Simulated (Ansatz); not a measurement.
# CH2Al (sextet): wave-function methods side by side, cc-pVDZ

The task here is to estimate one member of a computed series from the others.

Computed with Ansatz 0.2.0, Gaussian basis. Level: cc-pVDZ, core rule «outside noble gas», up to 6 orbitals frozen.

The runs, in order: UHF; CCSD(T) on ROHF; CCSD(T) on UHF; BCCD(T) on ROHF; CISD; CCSDT(Q) on ROHF; CCSDT(Q) on UHF; CCSDTQ on ROHF.

8 further runs of the same task are left out: 3 for a known fault of the program, 5 set aside as unsound or not needed.

## The geometry

The geometry is a PBE0/def2-TZVP stationary point (not a proven minimum) of the parent state, kept for this charge and spin.

4 atoms, charge 0, spin multiplicity 6.

Atoms are counted from 1 here; the program's logs count them from 0.

Bond lengths: Al1–C2 1.923 Å, Al1–H3 1.613 Å, C2–H4 1.088 Å. Angles: C2–Al1–H3 117.5°, Al1–C2–H4 152.8°.

Set-up of the first run:

in.yaml

```yaml
crystal:
  periodic: [false, false, false]
  atoms:
    - {symbol: Al, position_ang: [0.000000, -0.074388, 0.613390]}
    - {symbol: C, position_ang: [0.000000, 0.010117, -1.308029]}
    - {symbol: H, position_ang: [0.000000, 1.321704, 1.420502]}
    - {symbol: H, position_ang: [0.000000, 0.549036, -2.253748]}
basis:
  gaussian: {orbitals: cc-pVDZ}
magnetization: {spin_polarized: true, initial_magnetization: 5}
hamiltonian: {xc: hf}
output: {orbitals: {seedname: orbitals}}
```

The run is started by

```bash
$ ansatz run in.yaml --threads 1 --pin off --events-out ev --progress --plain --max-ram 4096MiB --backend cpu
```

Among the steps run: UHF; CCSD(T) on ROHF; CCSD(T) on UHF; BCCD(T) on ROHF; CISD; CCSDT(Q) on ROHF; CCSDT(Q) on UHF; CCSDTQ on ROHF.

One table of the session follows, with a row left open; its other results are not shown here.

| method | from RCCSDTQ (meV) |
| --- | --- |
| ROHF | +4147.3 |
| UHF | +3935.3 |
| RMP2 | +929.2 |
| UMP2 | +917.9 |
| CISD | +305.1 |
| RCCSD | +167.8 |
| UCCSD | ? |
| RCCSD(T) | +46.1 |
| UCCSD(T) | +44.3 |
| BCCD(T) | +42.5 |
| RCCSDT | +9.1 |
| UCCSDT | +7.3 |
| RCCSDT(Q) | +1.3 |
| UCCSDT(Q) | -0.7 |
| RCCSDTQ | 0 |

Q: Estimate the row for UCCSD from the others.

**Answer.** from RCCSDTQ (meV): +159.6. In the column «from RCCSDTQ (meV)» it lies between RCCSD(T) (+46.1) and RCCSD (+167.8).

Some runs used a GPU and others CPU threads alone; cost is compared among the CPU runs only.

Among the levels timed on like hardware, those that no quicker one beats, quickest first: BCCD(T) (1.7 s, +42.5 meV); UCCSDT(Q) (10 s, -0.7 meV).

To keep in mind: Restricted and unrestricted rows rest on different reference determinants; where their highest levels disagree by more than a few hundredths of an eV, they describe different states and don't form one ladder.
